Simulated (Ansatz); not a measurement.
Reaction: CH2Cl2 (dichloromethane, SMILES ClCCl) → CH2Cl (SMILES [CH2]Cl, doublet) + Cl (doublet) (the C-Cl bond breaks)
Each species at its own B3LYP-D3(BJ)/def2-TZVP minimum (Ansatz, an electronic-structure program).

Property: bond dissociation energy (electronic), in kcal/mol. UHF or UKS for unpaired electrons; spin-orbit terms are left out. CBS(X,Y): correlation extrapolated as X^-3, Hartree-Fock from the larger set (Q,5: extrapolated as (X+1)exp(-9√X)). A bracket is a step between two methods taken in the basis named. Functionals run without relativity, which enters their misses. 'core' is core correlation in cc-pwCVTZ (1s frozen past Ne), 'X2C' scalar relativity in cc-pVTZ-DK, both at CCSD(T).

CCSD(T)/CBS(cc-pV(Q+d)Z,cc-pV(5+d)Z) + [CCSDT(Q) - CCSD(T)]/cc-pV(D+d)Z + core + X2C (Ansatz) gives 82.9 kcal/mol.

Problem. How far off this value is PBE/def2-TZVPD (Ansatz), in which direction, and which of these levels come nearer: r2SCAN/def2-TZVPD, B3LYP/def2-TZVPD, PBE0/def2-TZVPD, wB97M-V/def2-TZVPD, CCSD(T)/CBS(cc-pV(Q+d)Z,cc-pV(5+d)Z) + core + X2C?

Solution. PBE gives 83.0 kcal/mol, 0.1 kcal/mol above it. Differences of the others: r2SCAN/def2-TZVPD (Ansatz) -4.5; B3LYP/def2-TZVPD (Ansatz) -7.0; PBE0/def2-TZVPD (Ansatz) -2.7; wB97M-V/def2-TZVPD (Ansatz) 0.0; CCSD(T)/CBS(cc-pV(Q+d)Z,cc-pV(5+d)Z) + core + X2C (Ansatz) 0.0 kcal/mol. Nearer than PBE: wB97M-V/def2-TZVPD, CCSD(T)/CBS(cc-pV(Q+d)Z,cc-pV(5+d)Z) + core + X2C.
